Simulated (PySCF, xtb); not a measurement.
formaldehyde (CH2O), SMILES C=O.

GFN2-xTB (xtb) at its own geometry gives an orbital gap of 3.62 eV and a dipole moment of 2.34 D.

Geometry: PBE0-D3(BJ)/def2-TZVPD.

Q: What does PBE/def2-TZVPD in PySCF give? (An estimate is asked for; the answer gives what the named calculation found.)

A: gap 3.64 eV (levels -6.24 and -2.60 eV), dipole 2.19 D.
